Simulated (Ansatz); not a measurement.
# C2HN: the cost of one run

Program: Ansatz 0.2.0. Level of theory: RKS PBE0-D4/def2-SVP. These are calculated values, not measurements.

**1. The structure to begin with**

Bond lengths: C1–C2 1.505 Å, C1–N3 1.324 Å, C2–N3 1.324 Å, N3–H4 1.007 Å. Angles: C1–C2–N3 55.4°, C2–C1–N3 55.4°, C1–N3–C2 69.2°, C1–N3–H4 145.2°, C2–N3–H4 145.5°.

Structure file:

```xyz
4

C    -0.2945   -0.5246    0.9155
C     1.0358   -0.1244    0.3372
N    -0.1355    0.1198   -0.2307
H    -0.6058    0.5291   -1.0220
```

**2. Relaxing end A**

The input, input.yaml:

```yaml
crystal:
  periodic: [false, false, false]
  atoms:
    - { symbol: C, position_ang: [-0.29449, -0.52461, 0.91549] }
    - { symbol: C, position_ang: [1.03579, -0.12437, 0.33719] }
    - { symbol: "N", position_ang: [-0.13546, 0.11984, -0.23066] }
    - { symbol: H, position_ang: [-0.60583, 0.52913, -1.02201] }
basis:
  gaussian: { orbitals: def2-SVP }
hamiltonian:
  xc: pbe0
  dispersion: d4
relax:
  f_tol: 0.02
  max_steps: 50
```

Started as:

```
> ansatz run input.yaml --threads 1 --pin off --max-ram 2048MiB --backend cpu --events-out ev --progress --plain --runs-dir out
```

Q: Estimate wall time and peak memory on 1 thread of an x86-64 CPU, shared host.

About 2.2 s, with a peak of 0.11 GiB.
